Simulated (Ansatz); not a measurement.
A made-up structure of MgSiH2Cl (charge -1), singlet:

```csv
atom,x (Å),y (Å),z (Å)
Si1,-1.2803,0.5443,-0.8168
Mg2,0.9820,-0.4197,0.5332
Cl3,3.0414,-1.2983,1.7521
H4,-0.8653,1.7307,-0.7657
H5,-1.8778,-0.5570,-0.7027
```

It is relaxed with PBE-D4/def2-SVPD and then PBE0-D4/def2-TZVPD (Ansatz 0.2.0). Atoms count as bonded within 1.22 times the sum of their covalent radii (H–H: 0.88 Å). The end point is not checked to be a true minimum.

Does its bonding change? (Judge from chemistry; the calculation decides.)

By the calculation: No: no bond forms or breaks.

Where it ends: The first stage lowers the energy by 3.60 eV in 12 steps. It ends as MgSiH₂Cl ([SiH2][Mg][Cl]), total charge -1:
Si1  (-0.858, 0.344, -1.297)
Mg2  (0.952, -0.412, 0.328)
Cl3  (2.630, -1.116, 1.737)
H4  (-0.910, 1.613, -0.412)
H5  (-1.814, -0.429, -0.356)
(Å)

Labels in which every atom is bracketed show which atoms are joined, not bond orders.

For scale, one of the runs: PBE0-D4/def2-TZVPD relaxation, 142 basis functions, launched by `ansatz run in.yaml --threads 2 --pin off --events-out ev --progress --plain --max-ram 4352MiB`. The run took about 17 s on 2 CPU threads of an AMD EPYC 7B13 (shared host).
